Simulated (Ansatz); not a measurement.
H$_{3}$OSSi, SMILES `O[SiH2][S]` radical, relaxed with UKS PBE0-D4/def2-TZVP in the Gaussian-basis code of Ansatz from a PBE-D4/def2-SVP geometry. The force threshold is 0.005 eV/Å; the program also tests the step.

Charge 0, multiplicity 2.

Start:

```xyz
6

O    -0.529    0.188    1.266
Si   -0.109   -0.156   -0.319
S     1.922   -0.634   -0.714
H     0.039    0.835    1.721
H    -0.286    1.033   -1.245
H    -1.037   -1.266   -0.709
```

```csv
step,energy (eV),largest force (eV/Å),largest move (Å)
1,-20801.9237,0.828,0.000
2,-20801.9550,0.508,0.040
3,-20801.9620,0.170,0.016
4,-20801.9629,0.056,0.005
5,-20801.9631,0.054,0.013
6,-20801.9636,0.008,0.013
7,-20801.9637,0.004,0.003
```

End:

```xyz
6

O    -0.509    0.198    1.230
Si   -0.124   -0.141   -0.326
S     1.900   -0.640   -0.681
H     0.051    0.813    1.706
H    -0.305    1.033   -1.227
H    -1.012   -1.263   -0.703
```

Run time 41 s (2 threads of a server CPU on a shared host); peak host memory 0.41 GiB.
